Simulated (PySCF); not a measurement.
Gas-phase reaction: 2 AlCl2 + 4 ClF → 2 AlClF2 + 3 Cl2

Computed with PySCF and rigid-rotor harmonic-oscillator thermochemistry at 1 bar. 'Table' is the NASA 1993 thermochemical table (part measured, part estimated). After a fit of one offset per element over all species, the range-separated, M06-2X, PBE0/def2-QZVP and CCSD(T)/def2-TZVPP enthalpies, where run, lie to one side of the table for AlCl2 (+44 kJ/mol): a fault of the table's entry, another state or a shared error of the levels is possible; this was not checked at source. † marks an energy on the PBE0/def2-TZVP geometry and frequencies; other levels use their own. MP2 and CCSD(T) freeze the core. Open shells (unrestricted): AlCl2 (multiplicity 2); the rest are closed-shell singlets. For this reaction the table lies outside the span of B3LYP, CCSD(T), M06-2X, MP2, PBE0, r2SCAN, ωB97M-V, ωB97X-V in their largest bases here; which side is off was not settled. MP2 isn't extrapolated to the basis-set limit; its ΔH°(298 K) is -1319.2 kJ in def2-SVP and -1357.2 kJ in def2-TZVPP. CCSD(T) isn't extrapolated to the basis-set limit; its ΔH°(298 K) is -1282.9 kJ in def2-SVP and -1313.5 kJ in def2-TZVPP. The harmonic model lacks anharmonicity and excited electronic states, which grow with temperature; levels with a mode under 35 cm⁻¹ are left out. The table's entry may be an old estimate for AlCl2, ClF, AlClF2 (not checked at source).

| level | ΔH°(298 K), kJ | minus table | ΔG°(1000 K), kJ |
|---|---|---|---|
| table | -1236.5 | - | -1053.7 |
| CCSD(T)/def2-TZVPP† | -1313.5 | -77.0 | -1132.5 |
| MP2/def2-TZVPP† | -1357.2 | -120.7 | -1176.1 |
| PBE/def2-SVP | -1206.1 | 30.4 | -1026.5 |
| PBE0/def2-SVP† | -1243.6 | -7.1 | -1062.6 |
| r2SCAN/def2-TZVP† | -1276.6 | -40.1 | -1095.5 |
| ωB97M-V/def2-TZVP† | -1300.7 | -64.2 | -1119.6 |
| ωB97X-V/def2-TZVP† | -1291.6 | -55.1 | -1110.5 |
